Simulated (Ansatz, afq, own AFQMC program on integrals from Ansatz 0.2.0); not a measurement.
**Where AFQMC and coupled cluster stand for NH₃⁺, doublet**

```xyz
4

N     0.0000    0.0000    0.0000
H     2.0286    0.0272   -0.0001
H    -1.0379    1.7432   -0.0055
H    -0.9907   -1.7704    0.0056
```

Basis 6-31G. Noble-gas cores (and the filled d shells of Ga–Kr and In–Xe) are frozen. Integrals, coupled cluster, full CI and functionals: Ansatz 0.2.0; the random walks run on the same integrals in our own AFQMC program. The CISD trial takes its coefficients from CCSD amplitudes. Released means that phaseless walkers are propagated on without the constraint, phases kept. ± is one standard error of the sampling.

Determinant: ROHF, the one that the program's search chose, which needn't be the lowest solution. The geometry is a point of a scan.

Full CI on the same integrals is exact in this basis and with this determinant's frozen core.

Cautions: a spin-contaminated unrestricted determinant lies lower (UHF 3.12 eV lower, ⟨S²⟩ 2.41); strong correlation (T1 0.078, weight of the determinant 0.70, largest double 0.22); (T) is large, 6 % of the CCSD correlation; the released energies are still falling, so no released level is given (meV from the phaseless value at times in 1/Eh: -29 ± 9 at 0.24, -46 ± 8 at 0.51, -87 ± 10 at 0.99, -108 ± 11 at 1.62, -114 ± 12 at 2.40).

* T1 diagnostic: 0.0778
* weight of the determinant in the CISD state: 0.703
* size of the correlated space: 7 electrons in 14 orbitals

```tsv
level	correlation energy (eV)
MP2	-4.6904
CCSD	-5.8469
CCSD(T)	-6.2044
```

Question: Estimate where phaseless AFQMC with a CISD trial lies against CCSD(T) on the same integrals.

Answer: 143.9 ± 7.0 meV above CCSD(T).

Reference: full CI, correlation energy -6.218 eV. The cautions show a poor starting determinant, so the rows tell how each method copes with it here, and full CI is the sure value.

| level | E − E(reference) (meV) | share of correlation (%) |
| --- | --- | --- |
| CCSD(T) | 13.6 | 99.78 |
| CCSDT | 7.9 | 99.87 |
| CCSDT(Q) | -21.0 | 100.34 |
| CCSDTQ | 5.5 | 99.91 |
| ph-AFQMC/CISD | 157.4 ± 7.0 | 97.47 |

CCSDT and higher add their correlation energy to the determinant of the CCSD(T) run, since their own runs factorise the integrals more tightly (a shift of under 2 meV). A walk keeps the symmetry of its determinant, which the program's search chose and which needn't be the lowest solution, so a lower state of the same spin and another symmetry isn't excluded.
